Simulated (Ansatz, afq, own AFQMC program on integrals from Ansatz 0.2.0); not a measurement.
Where AFQMC and coupled cluster stand for BHO, singlet

```xyz
3

B    -0.4458    0.0000    0.5126
O     0.2843    0.0000   -0.4372
H     0.2689    0.0000    1.4423
```

Connectivity, by distances: BH–O.

Basis cc-pVDZ. Only valence electrons are correlated. Integrals, coupled cluster, full CI and functionals: Ansatz 0.2.0; the random walks run on the same integrals in our own AFQMC program. The CISD trial takes its coefficients from CCSD amplitudes. Released means that phaseless walkers are propagated on without the constraint, phases kept. Free projection: walkers drawn from exp(T), propagated without any constraint. Its projection time is finite, and what remains of the start isn't in its error. ± is one standard error of the sampling.

Determinant: RHF, the one that the program's search chose, which needn't be the lowest solution. The geometry is a point of a scan.

No full CI on the walks' own integrals is used here; CCSDT(Q) serves as the reference and is uncertain by about the last step of the cluster series.

Cautions: higher spins were not checked; restricted determinant unstable towards unrestricted (UHF 113 meV lower, ⟨S²⟩ 0.38); raised T1 diagnostic (T1 0.026, weight of the determinant 0.88, largest double 0.13).

The T1 diagnostic is 0.0259, the weight of the determinant in the CISD state is 0.882 and the size of the correlated space is 10 electrons in 31 orbitals.

```tsv
level	correlation energy (eV)
MP2	-7.6927
CCSD	-7.8688
CCSD(T)	-8.1849
```

(1) Estimate where phaseless AFQMC with the Hartree–Fock trial lies against CCSD(T) on the same integrals.

(1) 6.2 ± 5.5 kJ/mol above CCSD(T). The gap is under twice the noise, so this walk alone can't tell the two apart.

Reference: CCSDT(Q), correlation energy -8.239 eV. The released energy is read at 2.40 1/Eh (meV from the phaseless value at times in 1/Eh: -6 ± 22 at 0.24, -15 ± 14 at 0.51, -24 ± 17 at 0.99, -10 ± 24 at 1.62, -25 ± 25 at 2.40).

```csv
level,E − E(reference) (kJ/mol),share of correlation (%)
CCSD(T),5.2,99.34
CCSDT,3.7,99.54
ph-AFQMC/HF,11.4 ± 5.5,98.56
ph-AFQMC/CISD,3.7 ± 1.7,99.54
released AFQMC,1.3 ± 2.4,99.84
free AFQMC,1.9 ± 2.1,99.76
```

Free projections are given only where their last times agree within the noise and don't stop above the reference; a slow remainder of the start can still hide under it. A walk keeps the symmetry of its determinant, which the program's search chose and which needn't be the lowest solution, so a lower state of the same spin and another symmetry isn't excluded. Released energies are given only where the last usable release times agree within the noise; a slower fall can still hide under it.
